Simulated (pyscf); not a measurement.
Single points on ωB97X-D3(BJ)/def2-SVP structures (PySCF, gas phase).

Task: For the elementary gas-phase step `[AlH2][O][SiH3]` + `[H][H]` → `[AlH3]` + `[OH][SiH3]` (singlet surface; Al–O, H–H broken, Al–H, H–O formed), what barrier and reaction energy does ωB97M-D3(BJ)/def2-TZVP give, measured from the separated reactants?

Result: ΔE‡ = 1.19 eV, ΔE = +1.52 eV. Zero-point energy shifts the barrier by +0.12 eV. It is a four-centre exchange, with an imaginary mode of 1315i cm⁻¹. On the product side the descent ends in an adduct with a Al–O contact, 1.02 eV under the separated species and 0.62 eV under the saddle at ωB97X-D3(BJ)/def2-TZVP. At ωB97M-D3(BJ) the saddle lies under the separated products, which points to a path from their complex (located at ωB97X-D3(BJ) alone), and parting the products costs more than the saddle. What is counted as broken (Al–O) persists as a longer contact in the product adduct; parting that adduct is a step of its own. At the saddle there is also a short Al–H contact that neither side keeps. This is the saddle that the search found; another between the same sides may lie lower.
